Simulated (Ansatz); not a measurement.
# CH3NS (SMILES N=CS): functionals against CCSD(T) at one geometry

One table from this session's results is given with a row withheld; the runs are named, their logs left out.

The runs use Ansatz 0.2.0, Gaussian basis; single points in def2-TZVPP.

Cores are frozen in the correlated methods.

## The system as given

SMILES `N=CS`, 6 atoms, charge 0, spin multiplicity 1.

Atoms are counted from 1 here; the program's logs count them from 0.

Bond lengths: N1–C2 1.282 Å, N1–H4 1.100 Å, C2–S3 1.782 Å, C2–H5 1.125 Å, S3–H6 1.481 Å. Angles: C2–N1–H4 101.6°, N1–C2–S3 121.5°, N1–C2–H5 127.5°, S3–C2–H5 103.7°, C2–S3–H6 93.0°.

Coordinates:

```tsv
atom	x (Å)	y (Å)	z (Å)
N1	-1.0684	-0.0133	-0.2508
C2	0.2062	-0.0701	-0.3728
S3	1.2858	0.0992	1.0348
H4	-1.3945	-0.0748	-1.2991
H5	0.8289	0.3021	-1.2327
H6	0.1594	0.3065	1.9732
```

Set-up of the first run:

File run/in.yaml:

```yaml
crystal:
  periodic: [false, false, false]
  atoms:
    - {symbol: N, position_ang: [-1.068390, -0.013277, -0.250795]}
    - {symbol: C, position_ang: [0.206180, -0.070143, -0.372832]}
    - {symbol: S, position_ang: [1.285756, 0.099248, 1.034830]}
    - {symbol: H, position_ang: [-1.394467, -0.074788, -1.299076]}
    - {symbol: H, position_ang: [0.828867, 0.302054, -1.232707]}
    - {symbol: H, position_ang: [0.159417, 0.306469, 1.973221]}
basis:
  gaussian: {orbitals: def2-TZVPP}
hamiltonian: {xc: pbe, dispersion: d4}
output: {forces: true}
```

Started as:

```console
$ ansatz run in.yaml --threads 2 --pin off --events-out ev --progress --plain --max-ram 3481MiB
```

Among the steps run: PBE-D4/def2-TZVPP; r2SCAN-D4/def2-TZVPP; PBE0-D4/def2-TZVPP; wB97M-V/def2-TZVPP; CCSD(T)/def2-TZVPP.

One table of the session follows, with a row left open; its other results are not shown here.

```
   method  RMS force component (eV/Å)  angle to CCSD(T) forces (°)  dipole (D)
   PBE-D4                       1.340                          4.6        1.38
r2SCAN-D4                       1.485                          7.5        1.42
  PBE0-D4                       1.559                         12.0        1.46
  wB97M-V                           ?                            ?           ?
  CCSD(T)                       1.519                    reference        1.50
```

Q: Estimate the row for wB97M-V from the others.

The run gave: RMS force component (eV/Å): 1.577; angle to CCSD(T) forces (°): 12.0; dipole (D): 1.53. In the column «RMS force component (eV/Å)» it is the highest.
